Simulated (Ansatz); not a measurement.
A nudged elastic band was laid between two geometries of C2H4FN (8 atoms, charge 0, multiplicity 1).

These are results of Ansatz, RKS PBE0-D4/6-31G*, not measurements.

| Property | Result |
| --- | --- |
| movable images | 1 |
| climbing image | yes |
| spring | 5.0 eV/Å² |
| optimiser | quadratic models (default) |
| start path | through a guess of the saddle point |
| force threshold | 0.05 eV/Å |
| iteration limit | 60 |
| end points | relaxed |

First end point:

```xyz
8
Properties=species:S:1:pos:R:3
N -0.241 1.177 -0.395
C 0.222 0.162 0.436
C 0.347 -1.115 0.084
F -0.073 -1.531 -1.135
H -0.704 0.822 -1.222
H -0.822 1.859 0.075
H 0.573 0.469 1.417
H 0.791 -1.900 0.684
```

Last end point:

```xyz
8
Properties=species:S:1:pos:R:3
N -0.150 1.001 0.036
C 0.115 -0.200 0.966
C 0.228 -1.257 0.163
F 0.118 -1.220 -1.229
H -0.193 0.754 -0.964
H -1.026 1.443 0.308
H 0.583 1.695 0.175
H 0.417 -2.273 0.490
```

(1) What changes between the two ends?

(2) What energy profile does the band end with?

(3) What is the geometry of the highest image?

Answers

(1) Bonds broken: C2–H7. Bonds formed: N1–H7.

(2) The run converged. The highest image is number 1 of 0 to 2, 3.80 eV above the first end and 1.16 eV above the last; the last end lies 2.64 eV above the first. Neighbouring images differ by up to 3.8 eV, so the band resolves the path poorly. Another band between the same ends (5 images) ends at a top of the same energy, where a vibrational analysis finds 1 clearly imaginary mode. So few images can step over the top or miss a turn of the path. The orbitals stay closed-shell, which can raise the energy where a bond breaks towards radicals; this wasn't checked here.

```csv
image,path coordinate (Å),energy (eV),C2–H7 (Å),N1–H7 (Å)
0,0.00,0.00,1.09,2.11
1,1.34,3.80,1.33,1.19
2,2.29,2.64,2.11,1.02
```

(3) 
```xyz
8
Properties=species:S:1:pos:R:3:forces:R:3
N -0.239 1.085 -0.132 -0.01 0.01 0.01
C 0.140 -0.075 0.787 0.01 0.01 -0.02
C 0.272 -1.227 0.143 0.01 -0.01 0.00
F -0.105 -1.402 -1.158 -0.01 0.01 -0.01
H -0.226 0.938 -1.144 0.01 -0.01 0.00
H -1.043 1.606 0.203 0.00 0.00 -0.01
H 0.631 1.160 0.671 0.00 0.01 0.01
H 0.662 -2.142 0.574 0.00 -0.02 0.01
```

The run took 41 s on 1 thread of Intel(R) Xeon(R) Platinum 8259CL CPU @ 2.50GHz (Skylake/Cascade Lake) (shared host), peak memory 0.14 GiB.
